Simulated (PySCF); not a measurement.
isobutene (C₄H₈), SMILES C=C(C)C. Geometry optimised at PBE0-D3(BJ)/def2-SVP.

All values below come from PBE0-D3(BJ)/def2-SVP (PySCF).

Harmonic wavenumbers (cm⁻¹): 169, 211, 382, 437, 445, 700, 842, 918, 952, 982, 1005, 1069, 1091, 1299, 1384, 1405, 1417, 1439, 1449, 1458, 1470, 1754, 3038, 3042, 3114, 3115, 3159, 3164, 3165, 3258. Rotational constants (GHz): 9.127, 8.413, 4.630; symmetry number 2.

Work out the zero-point energy and the ideal-gas rigid-rotor harmonic-oscillator thermochemistry at 298.15 K and 1 atm.

ZPE = ½ Σ hcν = ½ × 47333 cm⁻¹ = 67.67 kcal/mol. H − E(el) = 71.60 kcal/mol. Entropy in cal/(mol K): translation 38.00, rotation 22.94, vibration 8.36, total 69.29. G − E(el) = 50.94 kcal/mol. Cp = 20.46 cal/(mol K).
